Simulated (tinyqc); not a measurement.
Inside a calculation. Method: Hueckel theory of the pi electrons with the omega technique, for the molecule C1=CC=C1 (SMILES; centres numbered as the heavy atoms are written). One step of it, computed by the program tinyqc.

Task: Energy, charges, bond orders. E = sum n x; q_r = z_r - P_rr; bond order p = P_rs; free valence = sqrt(3) - sum of p over the bonds of the atom.

x values: 2.000000  0.000000  0.000000  -2.000000

occupations: 2.000000  1.000000  1.000000  0.000000

charge and bond-order matrix P:
```
          1C        2C        3C        4C
1C  1.000000  0.500000  0.000000  0.500000
2C  0.500000  1.000000  0.500000  0.000000
3C  0.000000  0.500000  1.000000  0.500000
4C  0.500000  0.000000  0.500000  1.000000
```

Centres:

| centre | z_r, pi electrons of the neutral centre | h |
|---|---|---|
| 1C | 1 | 0.000000 |
| 2C | 1 | 0.000000 |
| 3C | 1 | 0.000000 |
| 4C | 1 | 0.000000 |

Bonds:

| i | j | k |
|---|---|---|
| 1 | 2 | 1 |
| 2 | 3 | 1 |
| 3 | 4 | 1 |
| 4 | 1 | 1 |

Give: pi energy = 4 alpha + this times beta; pi charges; Bond orders and lengths from R = 1.517 - 0.180 p; free valence of the carbons; gap between the highest filled and the next level.

Result:

pi energy = 4 alpha + this times beta = 4.0000

pi charges: 1C 0.0000, 2C 0.0000, 3C 0.0000, 4C 0.0000

Bond orders and lengths from R = 1.517 - 0.180 p (angstrom, C-C alone):

| bond | p | R |
|---|---|---|
| 1-2 | 0.5000 | 1.4270 |
| 2-3 | 0.5000 | 1.4270 |
| 3-4 | 0.5000 | 1.4270 |
| 4-1 | 0.5000 | 1.4270 |

free valence of the carbons: 1C 0.7321, 2C 0.7321, 3C 0.7321, 4C 0.7321

gap between the highest filled and the next level = 2.0000 |beta|
